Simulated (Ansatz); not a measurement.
Calculated with Ansatz (gas phase, PBE0-D4/def2-TZVP geometries, no zero-point term in ΔE). CCSD(T)/CBS is the MP2 limit (def2-TZVPP, def2-QZVPP) plus CCSD(T) − MP2 in def2-TZVPP, frozen cores. DFT in def2-TZVPP. One conformer a species, not always the lowest.

Reaction (isomerisation): `C=CC=C(F)F` → `C=C(F)/C=C/F`

| level | ΔE (kJ/mol) |
| --- | --- |
| B2PLYP | 6.9 |
| CAM-B3LYP | 5.9 |

(1) What does CCSD(T)/CBS give? (Estimate.)

Largest T1 diagnostic among the species: 0.012.

Answers

(1) The calculation gave: +6.7 kJ/mol. The listed levels differ from it by 0.2, -0.8 kJ/mol.

At CCSD(T), def2-SVP lies +6.7 kJ/mol from the extrapolated value and def2-TZVPP +1.4 kJ/mol. Leaving LDA and LC-ωPBE aside and taking each functional with its dispersion term where it has one, the values, not all of them listed here, spread over 6.4 kJ/mol, from BLYP-D4 to PBE-QIDH.
